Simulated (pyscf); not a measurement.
Structures and frequencies: ωB97X-D3(BJ)/def2-SVP in PySCF.

Q: Estimate the classical barrier height and the reaction energy of H₃Si–O–Si(SiH₃)(SiH₃)–SiH₃ + hydrogen (H₂) → HO–Si(SiH₃)(SiH₃)–SiH₃ + silane (SiH₄) at PBE/def2-TZVP. The step runs on the singlet surface, breaks O–Si, H–H and forms H–O, H–Si; take the separated reactants as zero.

A: ΔE‡ = 2.04 eV, ΔE = +0.69 eV. ωB97M-D3(BJ)/def2-TZVP gives 2.31 eV and +0.85 eV. Zero-point energy shifts the barrier by +0.11 eV. It is a four-centre exchange, with an imaginary mode of 1275i cm⁻¹. HO–Si(SiH₃)(SiH₃)–SiH₃ lies 1.03 eV over its isomer H₃Si–SiH₂–O–SiH₂–SiH₃ (electronic energy, ωB97M-D3(BJ)/def2-TZVP). One saddle was located; it need not be the lowest between these sides.
